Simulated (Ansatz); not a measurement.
Elements on the sites of an ideal bcc lattice, at a guessed lattice constant:

```xyz
20
Lattice="-5.0118 5.0118 -1.6706 -5.0118 -1.6706 5.0118 1.6706 5.0118 5.0118" Properties=species:S:1:pos:R:3 pbc="T T T"
Cu   -5.0118    1.6706    1.6706
Cu   -3.3412    3.3412    0.0000
Cu   -1.6706    1.6706    1.6706
Cu   -1.6706    1.6706    5.0118
Cu   -1.6706    5.0118    5.0118
Cu   -5.0118    8.3530    5.0118
Cu   -5.0118    5.0118    8.3530
Ag    0.0000    0.0000    0.0000
Ag   -5.0118    5.0118    1.6706
Ag   -5.0118    1.6706    5.0118
Ag    0.0000    3.3412    3.3412
Ag   -5.0118    5.0118    5.0118
Au   -6.6824    3.3412    3.3412
Au   -3.3412    3.3412    3.3412
Au   -3.3412    6.6824    3.3412
Au   -3.3412    3.3412    6.6824
Pb   -3.3412    0.0000    3.3412
Pb   -1.6706    5.0118    1.6706
Pb   -8.3530    5.0118    5.0118
Pb   -6.6824    6.6824    6.6824
```

Cell and atoms were relaxed without symmetry on coarser meshes and computed once more. The calculation used DFT PBE, scalar-relativistic, plane waves, PAW (Ansatz 0.2.0).

Settings: cutoff 420 eV, Γ-centred mesh 5×5×5 on the computed 20-atom cell, Gaussian smearing of 0.10 eV; no spin polarisation.

The relaxation ran on 2×2×2 (shifted) k points with a smearing of 0.1 eV, from sites shaken by 0.02 Å.

**Question.** What does the relaxation give?

**Answer.** A volume of 18.60 Å³/atom and no gap on the mesh. It lies 0.09 eV/atom above the elements' standard states (static lattices, no corrections for gases). The atoms leave their sites by 0.96 Å (root mean square) and 1.53 Å at most, and the cell stretches by up to 5.7 % at fixed volume, so the lattice hasn't survived.

```xyz
20
Lattice="-5.0582 4.9642 -1.9178 -5.0621 -1.8295 5.2406 1.6274 4.6179 4.8904" Properties=species:S:1:pos:R:3 pbc="T T T"
Cu   -4.2059    2.1503    1.1761
Cu   -2.9990    2.8263   -0.9299
Cu   -1.7293    2.0279    1.0601
Cu   -1.8247    2.5085    5.6991
Cu   -1.6335    4.9741    4.6282
Cu   -5.0684    7.0138    5.5963
Cu   -4.3397    4.1349    8.9363
Ag   -4.5719    8.9215    3.7525
Ag   -5.0814    4.5755    1.5786
Ag   -4.4723    1.5640    5.6589
Ag   -0.4363    2.5018    3.3428
Ag   -5.9383    4.8083    4.2748
Au   -6.0043    2.0933    3.1955
Au   -3.3194    3.2210    3.5305
Au   -3.6762    6.2876    3.4520
Au   -3.7868    4.3418    6.3032
Pb   -2.9796    0.2425    3.1736
Pb   -6.6144    3.1139    6.9591
Pb   -8.6872    3.7908    4.3427
Pb   -7.6297    6.4554    6.4872
```

The final mesh leaves forces up to 0.24 eV/Å and stresses up to 0.7 GPa: the relaxation ran on a coarser mesh, so the cell's shape, its bonds and its energy belong partly to that mesh.

Spin-orbit coupling is left out, which matters for the bands of heavy elements.

Cost: 2 runs of about 78 core-minutes in all (earlier runs that led there not counted), on Intel Xeon Processor @ 2.50GHz (Skylake/Cascade Lake) (shared hosts).